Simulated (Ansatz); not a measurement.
Nudged elastic band run: H9NSi2

The input (input.yaml):

```yaml
crystal:
  periodic: [false, false, false]
  atoms:
    - { symbol: Si, position_ang: [-0.625877, 1.171299, -0.110883] }
    - { symbol: "N", position_ang: [-0.378703, 0.629052, 1.539112] }
    - { symbol: H, position_ang: [-1.207603, 0.377729, 2.083501] }
    - { symbol: H, position_ang: [0.356161, -0.063709, 1.708181] }
    - { symbol: H, position_ang: [0.695901, 1.637939, -0.634362] }
    - { symbol: H, position_ang: [-1.598152, 2.309545, -0.07046] }
    - { symbol: H, position_ang: [-1.160847, 0.172226, -1.107762] }
    - { symbol: Si, position_ang: [2.128209, -3.288855, 1.660862] }
    - { symbol: H, position_ang: [0.982594, -4.22194, 1.43582] }
    - { symbol: H, position_ang: [2.782022, -2.968562, 0.355874] }
    - { symbol: H, position_ang: [3.119997, -3.9187, 2.583737] }
    - { symbol: H, position_ang: [1.617495, -2.024827, 2.27908] }
basis:
  gaussian: { orbitals: "6-31G*" }
hamiltonian:
  xc: blyp
neb:
  order_check: false
  images: 7
  f_tol: 0.03
  max_iterations: 60
  final_atoms:
    - { symbol: Si, position_ang: [0.5562294, -0.03217581, -0.41796633] }
    - { symbol: "N", position_ang: [-0.3729254, -0.61560791, 2.64117552] }
    - { symbol: H, position_ang: [-1.39291301, -0.68428153, 2.52844827] }
    - { symbol: H, position_ang: [-0.19795797, 0.30732139, 3.06017807] }
    - { symbol: H, position_ang: [1.00809381, 0.21111098, -1.83270912] }
    - { symbol: H, position_ang: [0.87779042, 1.21170398, 0.35266036] }
    - { symbol: H, position_ang: [-0.932366, -0.19479716, -0.46733744] }
    - { symbol: Si, position_ang: [1.62537128, -1.93612468, 0.48316969] }
    - { symbol: H, position_ang: [0.64570092, -3.00338572, 0.86510861] }
    - { symbol: H, position_ang: [2.55306223, -2.5500518, -0.53106159] }
    - { symbol: H, position_ang: [2.46400207, -1.59808389, 1.67773875] }
    - { symbol: H, position_ang: [-0.12289074, -1.30443086, 3.36329521] }
  initial_path:
    images:
      - { positions_ang: [[-0.625877, 1.171299, -0.110883], [-0.378703, 0.629052, 1.539112], [-1.207603, 0.377729, 2.083501], [0.356161, -0.063709, 1.708181], [0.695901, 1.637939, -0.634362], [-1.598152, 2.309545, -0.07046], [-1.160847, 0.172226, -1.107762], [2.128209, -3.288855, 1.660862], [0.982594, -4.22194, 1.43582], [2.782022, -2.968562, 0.355874], [3.119997, -3.9187, 2.583737], [1.617495, -2.024827, 2.27908]] }
      - { positions_ang: [[-0.46488291, 0.89750695, -0.06795327], [-0.28222494, 0.45218678, 1.71065866], [-1.12483425, 0.19007256, 2.24542128], [0.48852747, -0.01263436, 1.97531333], [0.87121514, 1.25071376, -0.58045846], [-1.36077786, 2.05961639, -0.13831452], [-1.0420063, -0.137486, -0.95875622], [1.92074864, -2.96493758, 1.42468745], [0.85239586, -3.95919616, 1.20320258], [2.71232411, -2.75147451, 0.24155604], [2.75820951, -3.41624202, 2.46901337], [1.38250254, -1.79692883, 2.19832976]] }
      - { positions_ang: [[-0.30388882, 0.6237149, -0.02502354], [-0.18574688, 0.27532156, 1.88220532], [-1.04206549, 0.00241612, 2.40734156], [0.62089394, 0.03844028, 2.24244566], [1.04652928, 0.86348853, -0.52655493], [-1.12340373, 1.80968779, -0.20616905], [-0.92316561, -0.44719799, -0.80975043], [1.71328828, -2.64102016, 1.18851291], [0.72219772, -3.69645231, 0.97058516], [2.64262623, -2.53438701, 0.12723807], [2.39642201, -2.91378403, 2.35428975], [1.14751008, -1.56903066, 2.11757952]] }
      - { positions_ang: [[-0.14289473, 0.34992285, 0.01790619], [-0.08926882, 0.09845634, 2.05375198], [-0.95929674, -0.18524032, 2.56926184], [0.75326041, 0.08951491, 2.50957799], [1.22184342, 0.47626329, -0.47265139], [-0.88602959, 1.55975918, -0.27402357], [-0.80432491, -0.75690999, -0.66074465], [1.50582792, -2.31710274, 0.95233836], [0.59199958, -3.43370847, 0.73796774], [2.57292834, -2.31729952, 0.01292011], [2.03463452, -2.41132605, 2.23956612], [0.91251761, -1.34113249, 2.03682929]] }
      - { positions_ang: [[0.01809937, 0.07613081, 0.06083592], [0.00720924, -0.07840888, 2.22529864], [-0.87652799, -0.37289675, 2.73118212], [0.88562687, 0.14058955, 2.77671032], [1.39715755, 0.08903806, -0.41874786], [-0.64865546, 1.30983058, -0.34187809], [-0.68548421, -1.06662199, -0.51173887], [1.29836756, -1.99318533, 0.71616381], [0.46180143, -3.17096463, 0.50535032], [2.50323046, -2.10021202, -0.10139786], [1.67284702, -1.90886806, 2.12484249], [0.67752515, -1.11323432, 1.95607905]] }
      - { positions_ang: [[0.15263187, 0.04905415, -0.05886464], [-0.08782442, -0.21270864, 2.32926786], [-1.00562424, -0.45074295, 2.68049866], [0.61473066, 0.18227251, 2.84757726], [1.29989162, 0.11955629, -0.77223817], [-0.26704399, 1.28529893, -0.16824348], [-0.74720466, -0.84866578, -0.50063851], [1.38011849, -1.97892016, 0.65791528], [0.50777631, -3.1290699, 0.59528989], [2.5156884, -2.21267197, -0.20881379], [1.87063578, -1.83117202, 2.01306656], [0.47742118, -1.16103346, 2.30788309]] }
      - { positions_ang: [[0.28716438, 0.0219775, -0.1785652], [-0.18285808, -0.3470084, 2.43323708], [-1.1347205, -0.52858914, 2.6298152], [0.34383445, 0.22395547, 2.9184442], [1.20262568, 0.15007452, -1.12572849], [0.11456748, 1.26076728, 0.00539113], [-0.80892511, -0.63070957, -0.48953815], [1.46186942, -1.964655, 0.59966675], [0.55375118, -3.08717517, 0.68522946], [2.52814634, -2.32513191, -0.31622972], [2.06842454, -1.75347598, 1.90129062], [0.2773172, -1.20883259, 2.65968713]] }
      - { positions_ang: [[0.42169689, -0.00509916, -0.29826577], [-0.27789174, -0.48130815, 2.5372063], [-1.26381675, -0.60643533, 2.57913173], [0.07293824, 0.26563843, 2.98931113], [1.10535975, 0.18059275, -1.4792188], [0.49617895, 1.23623563, 0.17902575], [-0.87064555, -0.41275337, -0.47843779], [1.54362035, -1.95038984, 0.54141822], [0.59972605, -3.04528045, 0.77516903], [2.54060429, -2.43759186, -0.42364566], [2.2662133, -1.67577994, 1.78951468], [0.07721323, -1.25663172, 3.01149117]] }
      - { positions_ang: [[0.5562294, -0.03217581, -0.41796633], [-0.3729254, -0.61560791, 2.64117552], [-1.39291301, -0.68428153, 2.52844827], [-0.19795797, 0.30732139, 3.06017807], [1.00809381, 0.21111098, -1.83270912], [0.87779042, 1.21170398, 0.35266036], [-0.932366, -0.19479716, -0.46733744], [1.62537128, -1.93612468, 0.48316969], [0.64570092, -3.00338572, 0.86510861], [2.55306223, -2.5500518, -0.53106159], [2.46400207, -1.59808389, 1.67773875], [-0.12289074, -1.30443086, 3.36329521]] }
```

Command:

```bash
$ ansatz run input.yaml --threads 1 --pin off --max-ram 2048MiB --backend cpu --events-out ev --progress --plain --runs-dir out
```

Output, in part (warnings, iteration lines, the closing report on the highest movable image, with atoms numbered from 0):

```
NEB end point (image 0): max|allowed force component| = 2.571e-2 eV/Å (the criterion of neb.relax_end_points is 1.000e-2)
NEB end point (image 8): max|allowed force component| = 2.081e-2 eV/Å (the criterion of neb.relax_end_points is 1.000e-2)
NEB iter   1: max|band force component| = 6.690e0 eV/Å  barrier→ = 5.2825 eV  barrier← = 5.0070 eV  Δτ_max = 0.2000 Å  (234 SCF iters)
NEB iter   2: max|band force component| = 2.399e0 eV/Å  barrier→ = 3.6939 eV  barrier← = 3.4184 eV  Δτ_max = 0.2000 Å  (190 SCF iters)
NEB iter   3: max|band force component| = 1.729e0 eV/Å  barrier→ = 2.9322 eV  barrier← = 2.6567 eV  Δτ_max = 0.2000 Å  (188 SCF iters)
NEB iter   4: max|band force component| = 9.662e-1 eV/Å  barrier→ = 2.5948 eV  barrier← = 2.3193 eV  Δτ_max = 0.2000 Å  (187 SCF iters)
NEB iter   5: max|band force component| = 2.411e0 eV/Å  barrier→ = 2.2371 eV  barrier← = 1.9616 eV  Δτ_max = 0.1032 Å  (185 SCF iters)
NEB iter   6: max|band force component| = 1.422e0 eV/Å  barrier→ = 2.2653 eV  barrier← = 1.9898 eV  Δτ_max = 0.0995 Å  (190 SCF iters)
NEB iter   7: max|band force component| = 3.503e-1 eV/Å  barrier→ = 2.0799 eV  barrier← = 1.8045 eV  CI = image 4  Δτ_max = 0.1981 Å  (191 SCF iters)
NEB iter   8: max|band force component| = 3.110e0 eV/Å  barrier→ = 2.2546 eV  barrier← = 1.9791 eV  CI = image 4  Δτ_max = 0.1015 Å  (201 SCF iters)
NEB iter   9: max|band force component| = 3.026e0 eV/Å  barrier→ = 2.2475 eV  barrier← = 1.9720 eV  CI = image 4  Δτ_max = 0.1844 Å  (192 SCF iters)
NEB iter  10: max|band force component| = 8.374e-1 eV/Å  barrier→ = 2.1718 eV  barrier← = 1.8963 eV  CI = image 4  Δτ_max = 0.2000 Å  (187 SCF iters)
NEB iter  11: max|band force component| = 5.703e-1 eV/Å  barrier→ = 2.0766 eV  barrier← = 1.8011 eV  CI = image 4  Δτ_max = 0.0997 Å  (190 SCF iters)
NEB iter  12: max|band force component| = 3.862e-1 eV/Å  barrier→ = 2.0597 eV  barrier← = 1.7842 eV  CI = image 4  Δτ_max = 0.1001 Å  (183 SCF iters)
NEB iter  13: max|band force component| = 3.174e-1 eV/Å  barrier→ = 2.0285 eV  barrier← = 1.7530 eV  CI = image 4  Δτ_max = 0.0998 Å  (186 SCF iters)
NEB iter  14: max|band force component| = 2.848e-1 eV/Å  barrier→ = 2.0159 eV  barrier← = 1.7404 eV  CI = image 4  Δτ_max = 0.1002 Å  (185 SCF iters)
NEB iter  15: max|band force component| = 5.054e-1 eV/Å  barrier→ = 2.0080 eV  barrier← = 1.7325 eV  CI = image 4  Δτ_max = 0.0499 Å  (181 SCF iters)
NEB iter  16: max|band force component| = 2.904e-1 eV/Å  barrier→ = 2.0056 eV  barrier← = 1.7301 eV  CI = image 4  Δτ_max = 0.0503 Å  (189 SCF iters)
NEB iter  17: max|band force component| = 2.766e-1 eV/Å  barrier→ = 2.0053 eV  barrier← = 1.7298 eV  CI = image 4  Δτ_max = 0.0502 Å  (185 SCF iters)
NEB iter  18: max|band force component| = 1.620e-1 eV/Å  barrier→ = 2.0057 eV  barrier← = 1.7302 eV  CI = image 4  Δτ_max = 0.0501 Å  (186 SCF iters)
NEB iter  19: max|band force component| = 3.871e-1 eV/Å  barrier→ = 2.0032 eV  barrier← = 1.7277 eV  CI = image 4  Δτ_max = 0.0250 Å  (186 SCF iters)
NEB iter  20: max|band force component| = 1.414e-1 eV/Å  barrier→ = 2.0019 eV  barrier← = 1.7265 eV  CI = image 4  Δτ_max = 0.0500 Å  (188 SCF iters)
NEB iter  21: max|band force component| = 2.761e-1 eV/Å  barrier→ = 2.0010 eV  barrier← = 1.7255 eV  CI = image 4  Δτ_max = 0.0250 Å  (182 SCF iters)
NEB iter  22: max|band force component| = 1.725e-1 eV/Å  barrier→ = 2.0010 eV  barrier← = 1.7255 eV  CI = image 4  Δτ_max = 0.0250 Å  (185 SCF iters)
NEB iter  23: max|band force component| = 8.827e-2 eV/Å  barrier→ = 2.0003 eV  barrier← = 1.7248 eV  CI = image 4  Δτ_max = 0.0250 Å  (184 SCF iters)
NEB iter  24: max|band force component| = 8.886e-2 eV/Å  barrier→ = 1.9996 eV  barrier← = 1.7241 eV  CI = image 4  Δτ_max = 0.0250 Å  (185 SCF iters)
NEB iter  25: max|band force component| = 8.376e-2 eV/Å  barrier→ = 1.9991 eV  barrier← = 1.7236 eV  CI = image 4  Δτ_max = 0.0250 Å  (175 SCF iters)
NEB iter  26: max|band force component| = 8.602e-2 eV/Å  barrier→ = 1.9987 eV  barrier← = 1.7232 eV  CI = image 4  Δτ_max = 0.0500 Å  (184 SCF iters)
NEB iter  27: max|band force component| = 1.150e-1 eV/Å  barrier→ = 1.9983 eV  barrier← = 1.7228 eV  CI = image 4  Δτ_max = 0.1000 Å  (184 SCF iters)
NEB iter  28: max|band force component| = 1.585e-1 eV/Å  barrier→ = 1.9978 eV  barrier← = 1.7223 eV  CI = image 4  Δτ_max = 0.0999 Å  (180 SCF iters)
NEB iter  29: max|band force component| = 3.821e-1 eV/Å  barrier→ = 1.9988 eV  barrier← = 1.7233 eV  CI = image 4  Δτ_max = 0.0502 Å  (189 SCF iters)
NEB iter  30: max|band force component| = 2.420e-1 eV/Å  barrier→ = 1.9966 eV  barrier← = 1.7211 eV  CI = image 4  Δτ_max = 0.0998 Å  (181 SCF iters)
NEB iter  31: max|band force component| = 2.762e-1 eV/Å  barrier→ = 1.9963 eV  barrier← = 1.7208 eV  CI = image 4  Δτ_max = 0.0998 Å  (191 SCF iters)
NEB iter  32: max|band force component| = 2.708e-1 eV/Å  barrier→ = 1.9960 eV  barrier← = 1.7205 eV  CI = image 4  Δτ_max = 0.1973 Å  (179 SCF iters)
NEB iter  33: max|band force component| = 2.403e-1 eV/Å  barrier→ = 1.9960 eV  barrier← = 1.7205 eV  CI = image 4  Δτ_max = 0.1961 Å  (171 SCF iters)
NEB iter  34: max|band force component| = 1.566e-1 eV/Å  barrier→ = 1.9961 eV  barrier← = 1.7206 eV  CI = image 4  Δτ_max = 0.1968 Å  (162 SCF iters)
NEB iter  35: max|band force component| = 1.539e-1 eV/Å  barrier→ = 1.9960 eV  barrier← = 1.7205 eV  CI = image 4  Δτ_max = 0.0995 Å  (165 SCF iters)
NEB iter  36: max|band force component| = 1.291e-1 eV/Å  barrier→ = 1.9959 eV  barrier← = 1.7204 eV  CI = image 4  Δτ_max = 0.0995 Å  (165 SCF iters)
NEB iter  37: max|band force component| = 8.518e-2 eV/Å  barrier→ = 1.9959 eV  barrier← = 1.7204 eV  CI = image 4  Δτ_max = 0.0993 Å  (165 SCF iters)
NEB iter  38: max|band force component| = 5.673e-2 eV/Å  barrier→ = 1.9959 eV  barrier← = 1.7204 eV  CI = image 4  Δτ_max = 0.0973 Å  (165 SCF iters)
NEB iter  39: max|band force component| = 5.553e-2 eV/Å  barrier→ = 1.9959 eV  barrier← = 1.7204 eV  CI = image 4  Δτ_max = 0.1003 Å  (164 SCF iters)
NEB iter  40: max|band force component| = 5.295e-2 eV/Å  barrier→ = 1.9958 eV  barrier← = 1.7203 eV  CI = image 4  Δτ_max = 0.1005 Å  (166 SCF iters)
NEB iter  41: max|band force component| = 8.978e-2 eV/Å  barrier→ = 1.9958 eV  barrier← = 1.7203 eV  CI = image 4  Δτ_max = 0.0500 Å  (162 SCF iters)
NEB iter  42: max|band force component| = 7.373e-2 eV/Å  barrier→ = 1.9958 eV  barrier← = 1.7203 eV  CI = image 4  Δτ_max = 0.0498 Å  (159 SCF iters)
NEB iter  43: max|band force component| = 6.678e-2 eV/Å  barrier→ = 1.9957 eV  barrier← = 1.7202 eV  CI = image 4  Δτ_max = 0.0501 Å  (166 SCF iters)
NEB iter  44: max|band force component| = 5.044e-2 eV/Å  barrier→ = 1.9957 eV  barrier← = 1.7202 eV  CI = image 4  Δτ_max = 0.0501 Å  (164 SCF iters)
NEB iter  45: max|band force component| = 3.097e-2 eV/Å  barrier→ = 1.9957 eV  barrier← = 1.7202 eV  CI = image 4  Δτ_max = 0.0501 Å  (168 SCF iters)
NEB iter  46: max|band force component| = 2.169e-2 eV/Å  barrier→ = 1.9957 eV  barrier← = 1.7202 eV  CI = image 4  Δτ_max = 0.0000 Å  (348 SCF iters)
Total energy: -17387.17219650 eV, -638.9667927728 hartree
Atom 0 at     0.122485     0.210818     0.137106 Å, force     0.002087     0.000125    -0.000777 eV/Å
Atom 1 at    -0.165115     0.056596     2.055201 Å, force    -0.005179    -0.001146     0.001209 eV/Å
Atom 2 at    -1.156011    -0.108639     2.309174 Å, force    -0.000734     0.001840    -0.000119 eV/Å
Atom 3 at     0.184237     0.861700     2.609467 Å, force     0.000938    -0.001649    -0.000362 eV/Å
Atom 4 at     1.523133     0.555326    -0.203642 Å, force    -0.000040     0.000348    -0.000478 eV/Å
Atom 5 at    -0.673052     1.490656     0.032555 Å, force     0.000235    -0.000010     0.000322 eV/Å
Atom 6 at    -0.586361    -0.779261    -0.710566 Å, force    -0.000114     0.000254     0.000259 eV/Å
Atom 7 at     1.516912    -2.492484     0.959584 Å, force     0.000173    -0.000873    -0.000143 eV/Å
Atom 8 at     0.700902    -3.772994     0.966598 Å, force     0.000190    -0.000369     0.000545 eV/Å
Atom 9 at     2.107502    -2.499545    -0.439787 Å, force    -0.000436    -0.000165    -0.000372 eV/Å
Atom 10 at     2.717153    -2.862899     1.813220 Å, force     0.000343     0.000582    -0.000349 eV/Å
Atom 11 at     0.419411    -0.848077     2.193789 Å, force     0.002538     0.001064     0.000266 eV/Å
Dipole moment:    -0.743594     1.093689     0.531879 e Å
```

The forces met the threshold. Neighbouring images differ by up to 1.8 eV, so the band resolves the path poorly. A vibrational analysis at the climbing image gives one clearly imaginary mode, 272i cm⁻¹: a first-order saddle point. The orbitals stay closed-shell, which can raise the energy where a bond breaks towards radicals; this wasn't checked here.

Final band (atoms are numbered from 1 in the order of the input):

| image | path coordinate (Å) | energy (eV) | Si1–N2 (Å) | Si8–H12 (Å) | Si1–Si8 (Å) |
| --- | --- | --- | --- | --- | --- |
| 0 | 0.00 | 0.00 | 1.75 | 1.50 | 5.53 |
| 1 | 1.36 | 0.00 | 1.75 | 1.50 | 5.02 |
| 2 | 2.71 | 0.03 | 1.75 | 1.50 | 4.34 |
| 3 | 4.07 | 0.21 | 1.75 | 1.50 | 3.80 |
| 4 | 5.43 | 2.00 | 1.95 | 2.33 | 3.15 |
| 5 | 7.65 | 0.61 | 2.68 | 3.05 | 2.40 |
| 6 | 9.87 | 0.31 | 3.81 | 3.53 | 2.37 |
| 7 | 12.09 | 0.31 | 3.78 | 3.70 | 2.36 |
| 8 | 14.31 | 0.28 | 3.25 | 3.43 | 2.36 |

The run took 11 min on 1 thread of Arm Neoverse V2 (shared host), peak memory 0.11 GiB.
